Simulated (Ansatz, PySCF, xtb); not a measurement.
Noncovalent pair: CH5N (SMILES CN) (first 7 atoms) with CH4O (SMILES CO); geometry from S66by8 set.
(charge 0, multiplicity 1):
```tsv
atom	x (Å)	y (Å)	z (Å)
N	-1.7976	-0.4309	-0.5843
H	-0.8072	-0.6431	-0.6124
H	-2.2726	-1.3204	-0.5075
C	-2.0799	0.3709	0.6039
H	-3.1458	0.5852	0.6537
H	-1.7849	-0.0828	1.5559
H	-1.5671	1.3273	0.5195
O	1.6680	-0.4071	-0.5005
H	1.9500	-0.0371	-1.3404
C	2.0539	0.5045	0.5189
H	1.7307	0.0749	1.4620
H	3.1350	0.6436	0.5580
H	1.5754	1.4781	0.4038
```

Monomers are frozen at their geometry in the pair; levels with a basis set take the counterpoise correction. Rows marked so take none.

Rows in 6-31G* carry no dispersion term and start afresh at each structure (6-31G* with six Cartesian d functions).

Programs: Ansatz (a quantum-chemistry and plane-wave program) with Gaussian orbitals; PySCF for 6-31G* rows; xtb for the GFN methods. 

Q: One of these levels gives -2.78 kcal/mol for the interaction energy. Name it.
(A) GFN1-xTB
(B) GFN-FF
(C) M06-2X/6-31G* (no counterpoise)
(D) B3LYP/def2-TZVPPD

A: B, GFN-FF. The others give -2.20 (GFN1-xTB), -1.55 (B3LYP/def2-TZVPPD), -3.72 (M06-2X/6-31G* (no counterpoise))
